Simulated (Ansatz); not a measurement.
## Forces away from equilibrium

CH6BSi (SMILES B[CH+][SiH3]) (charge +1), singlet, displaced at random from a GFN2-xTB minimum.

```csv
atom,x (Å),y (Å),z (Å)
B1,-0.8854,0.8463,-1.0421
C2,0.1312,0.6645,-0.0575
Si3,0.5951,-1.0208,0.8041
H4,-2.0442,1.0386,-0.8602
H5,-0.6330,0.7570,-2.1975
H6,0.7722,1.4452,0.3230
H7,2.0492,-1.0315,0.7620
H8,-0.0993,-2.0929,0.1232
H9,0.0289,-0.6244,2.0923
```

Ansatz 0.2.0; basis: def2-TZVPP; cores frozen in the correlated methods.

CCSD(T) forces from the calculation:
```csv
atom,Fx,Fy,Fz (eV/Å)
B1,-1.316,0.390,-0.867
C2,0.994,-0.736,0.766
Si3,-0.130,0.249,-0.147
H4,-0.165,0.003,0.312
H5,0.424,-0.118,-0.351
H6,0.163,0.552,0.094
H7,0.307,-0.037,-0.011
H8,-0.160,-0.318,-0.159
H9,-0.117,0.015,0.363
```

Which atom feels the largest CCSD(T) force, and how large is it?

B1, 1.62 eV/Å, along (-0.81, 0.24, -0.53).

Root-mean-square difference of the force components from those of CCSD(T): PBE0-D4 0.195; wB97M-V 0.110; r2SCAN-D4 0.246; PBE-D4 0.338; r2SCAN0-D4 0.152; BLYP-D4 0.238 eV/Å.

The T1 diagnostic stays at or below 0.025. These are differences at one structure, and CCSD(T) in triple zeta is itself an approximation.

For scale, one of the runs: CCSD(T)/def2-TZVPP forces, 188 basis functions (an equivalent command: `ansatz run in.yaml --threads 4`). Time: 63 s of wall clock on 4 CPU threads; the host was shared. Peak host memory: 3.8 GiB.
